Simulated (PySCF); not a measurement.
# Magnesium: a sound run and one with changed settings

Sound run: Mg [Ne] 3s2, Mg⁺ [Ne] 3s1. Computed with PySCF 2.14 in cc-pVTZ, with the non-relativistic Hamiltonian (point nucleus). In the sound run the correlated levels freeze [Ne]. The sound run starts from symmetry-adapted Hartree-Fock orbitals and uses a fine grid where one is needed.

Changed run: all electrons correlated in a basis built for the valence shell.

| species | method | sound run (hartree) | changed run (hartree) | converged |
| --- | --- | --- | --- | --- |
| Mg | MP2 | -199.63688 | -199.65534 | yes |
| Mg | CCSD(T) | -199.64708 | -199.66624 | yes |
| Mg⁺ | MP2 | n/a | -199.38703 | yes |
| Mg⁺ | CCSD(T) | n/a | -199.38827 | yes |

Ionisation energy of Mg:

```
 method  sound run (eV)  changed run (eV)
    UHF           6.607             6.607
    MP2           7.248             7.301
SCS-MP2           7.376             7.418
   CCSD           7.525             7.552
CCSD(T)           7.525             7.564
```

A valence basis has no tight correlating functions, so it recovers only part of the core correlation, and not evenly between atom and ion.

For comparison, NIST gives 7.646 eV between the lowest levels.
